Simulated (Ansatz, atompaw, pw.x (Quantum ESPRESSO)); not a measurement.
**What a changed setting does to a pw.x run (diamond Mg)**

Potential: PAW, atompaw 4.2.0.5, LDA (PW92); core [Ne], reference 3s1 3p1; waves: 3s (bound): rc 2.90 bohr; 3s channel at -0.07 Ry: rc 3.00 bohr; 3p (bound): rc 3.00 bohr; 3p channel at 0.25 Ry: rc 3.00 bohr; 3d channel at -0.1 Ry: rc 3.00 bohr; 3d channel at 0.55 Ry: rc 3.00 bohr; local part: troulliermartins scheme with l = 3 at -0.5 Ry, radius 2.45 bohr; core correction: smooth core density matched at 2.10 bohr; augmentation: besselshape compensation charge, radius 2.20 bohr; PAW radius 3.00 bohr; waves and projectors: custom rrkj gramschmidtortho.

The reference run (k-mesh 8³, cutoffs 40/400 Ry, Fermi–Dirac 0.01 Ry, mixing_beta 0.4, conv_thr 1e-9, no spin) gives 0.05 GPa at 37.617 Å³/atom, where all-electron LAPW gives -0.01 GPa. This run, with its own iteration cap, changes ecutrho/ecutwfc to 6.

```
&control
  calculation='scf', prefix='x', pseudo_dir='./', outdir='./tmp', tstress=.true., disk_io='none'
/
&system
  ibrav=0, nat=2, ntyp=1, ecutwfc=40, ecutrho=240, nbnd=9,
  occupations='smearing', smearing='fd', degauss=0.01
/
&electrons
  conv_thr=1e-09, mixing_beta=0.4, electron_maxstep=50
/
ATOMIC_SPECIES
Mg 1.0 Mg.UPF
CELL_PARAMETERS angstrom
  0.00000000 3.35064219 3.35064219
  3.35064219 0.00000000 3.35064219
  3.35064219 3.35064219 0.00000000
ATOMIC_POSITIONS crystal
Mg 0.0000 0.0000 0.0000
Mg 0.2500 0.2500 0.2500
K_POINTS automatic
8 8 8 0 0 0
```

```bash
pw.x < Mg.scf.in > Mg.scf.out
```

How does the run end?

It converges in 7 iterations; the free energy moves by +0.0 meV/atom and the pressure by +0.00 GPa. The result is that of the reference run.

```
Message from routine setup:
     using ibrav=0 with symmetry is DISCOURAGED, use correct ibrav instead
     lattice parameter (alat)  =       8.9545  a.u.
     unit-cell volume          =     507.7042 (a.u.)^3
     number of electrons       =         4.00
     number of Kohn-Sham states=            9
     kinetic-energy cutoff     =      40.0000  Ry
     charge density cutoff     =     240.0000  Ry
     scf convergence threshold =      1.0E-09
     Exchange-correlation= SLA PW NOGX NOGC
     number of k points=    29  Fermi-Dirac smearing, width (Ry)=  0.0100
     negative rho (up, down):  3.060E-02 0.000E+00
     iteration #  1     ecut=    40.00 Ry     beta= 0.40
     negative rho (up, down):  4.343E-02 0.000E+00
     total energy              =     -63.73383905 Ry
     estimated scf accuracy    <       0.01098322 Ry
     iteration #  2     ecut=    40.00 Ry     beta= 0.40
     negative rho (up, down):  5.996E-02 0.000E+00
     total energy              =     -63.73273034 Ry
     estimated scf accuracy    <       0.00303614 Ry
     iteration #  3     ecut=    40.00 Ry     beta= 0.40
     negative rho (up, down):  6.256E-02 0.000E+00
     total energy              =     -63.73298800 Ry
     estimated scf accuracy    <       0.00003176 Ry
     iteration #  4     ecut=    40.00 Ry     beta= 0.40
     negative rho (up, down):  6.288E-02 0.000E+00
     total energy              =     -63.73300793 Ry
     estimated scf accuracy    <       0.00000717 Ry
     iteration #  5     ecut=    40.00 Ry     beta= 0.40
     negative rho (up, down):  6.322E-02 0.000E+00
     total energy              =     -63.73300907 Ry
     estimated scf accuracy    <       0.00000007 Ry
     iteration #  6     ecut=    40.00 Ry     beta= 0.40
     negative rho (up, down):  6.296E-02 0.000E+00
     total energy              =     -63.73300883 Ry
     estimated scf accuracy    <       0.00000034 Ry
     iteration #  7     ecut=    40.00 Ry     beta= 0.40
     negative rho (up, down):  6.298E-02 0.000E+00
     the Fermi energy is     0.8233 ev
!    total energy              =     -63.73300885 Ry
     estimated scf accuracy    <          4.5E-10 Ry
     smearing contrib. (-TS)   =      -0.00543356 Ry
     The total energy is F=E-TS. E is the sum of the following terms:
     one-electron contribution =       1.80212306 Ry
     hartree contribution      =       0.11750673 Ry
     xc contribution           =      -2.07057713 Ry
     ewald contribution        =      -3.40301423 Ry
     one-center paw contrib.   =     -60.17361372 Ry
     convergence has been achieved in   7 iterations
     negative rho (up, down):  6.298E-02 0.000E+00
          total   stress  (Ry/bohr**3)                   (kbar)     P=        0.46
     Message from routine punch:
     Nothing written, as per user request (disk_io='none')
```

The run took about 12 s on one core of a shared host (Intel(R) Xeon(R) Platinum 8488C, 96 threads, 744 GiB, load 38).
